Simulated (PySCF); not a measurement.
C3H6.
Bonds: C1–C2 (double), C2–C3. Hydrogens: H4, H5 on C1; H6 on C2; H7, H8, H9 on C3.

Theory: PBE0-D3(BJ)/def2-SVP geometry optimisation, gas phase (PySCF 2.14.0).

(1) Give the optimised bond lengths and angles.

Answers

(1) 
```json
{"bond": "C1=C2", "length (pm)": "133.4"}
{"bond": "C2–C3", "length (pm)": "149.3"}
{"bond": "C1–H4", "length (pm)": "109.5"}
{"bond": "C1–H5", "length (pm)": "109.3"}
{"bond": "C2–H6", "length (pm)": "109.8"}
{"bond": "C3–H7, C3–H8, C3–H9", "length (pm)": "110.2"}
```

Bonds in one row agree within 1 pm and their mean is given. A selection of angles:
```json
{"angle": "C2–C1–H4", "degrees": "121.4"}
{"angle": "C2–C1–H5", "degrees": "121.6"}
{"angle": "H4–C1–H5", "degrees": "117.0"}
{"angle": "C1–C2–C3", "degrees": "125.5"}
{"angle": "C1–C2–H6", "degrees": "118.5"}
{"angle": "C3–C2–H6", "degrees": "116.1"}
{"angle": "C2–C3–H7", "degrees": "111.1"}
{"angle": "H7–C3–H8", "degrees": "108.1"}
{"angle": "H7–C3–H9", "degrees": "106.4"}
```

The C–C distances run from 1.334 Å (C1=C2, drawn double) to 1.493 Å (C2–C3, drawn single), a spread of 0.159 Å. Of the pairs four or more bonds apart, H4···H8 is among the closest relative to their van der Waals radii: 2.49 Å, 104 % of the sum of Bondi's values.

Point group: Cs (every atom within 0.08 Å of its image). PBE0-D3(BJ)/def2-SVP frequencies: not computed here.
